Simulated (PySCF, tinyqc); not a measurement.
Worked calculation: coupled-perturbed Hartree-Fock on RHF in the sto-3g basis, for HF, spin multiplicity 1. The lowest restricted solution is unstable here: a spin-polarised one lies 0.0231 hartree lower (PySCF). One step of it, computed by the program tinyqc.

Question. Response to a field: uncoupled start. Field along z; U_ai = -mu_ai / (e_a - e_i), alpha = -4 sum U_ai mu_ai.

orbital energies (hartree): MO1 -25.932135, MO2 -1.406013, MO3 -0.464910, MO4 -0.464910, MO5 -0.445597, MO6 0.288335

dipole integrals <a|z|i> (bohr):
```
           i1         i2        i3        i4        i5
a6  -0.043031  -0.114788  0.000000  0.000000  1.313962
```

Give: uncoupled U; uncoupled polarisability.

Answer.

uncoupled U:
```
        i1      i2      i3      i4       i5
a6  0.0016  0.0677  0.0000  0.0000  -1.7903
```

uncoupled polarisability = 9.4410 bohr^3
